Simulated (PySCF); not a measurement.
**Ionisation energy of Si by level of theory**

Si [Ne] 3s2 3p2 (3P) → Si⁺ [Ne] 3s2 3p1 (2P), as a difference of total energies. Calculation: PySCF 2.14, in ANO-RCC-VTZP (5s4p2d1f, 34 functions); the spin-free X2C one-electron Hamiltonian (Gaussian nucleus). Correlated levels: valence: [Ne] frozen. The calculations carry no spin-orbit coupling.

```tsv
method	ionisation energy (eV)
UHF	7.628
MP2 (valence)	8.036
CCSD (valence)	8.065
CCSD(T) (valence)	8.104
```

Task: Estimate what SCS-MP2 (valence) gives.

Result: 7.949 eV, closest to MP2 (valence) among the rows shown.

Task: Estimate what CCSDT (valence) gives.

Result: 8.115 eV, closest to CCSD(T) (valence) among the rows shown.

Errors of the correlated levels include the incompleteness of this basis and the frozen core.

For comparison: 8.157 eV (measured; NIST levels, between the centres of gravity of the two terms).
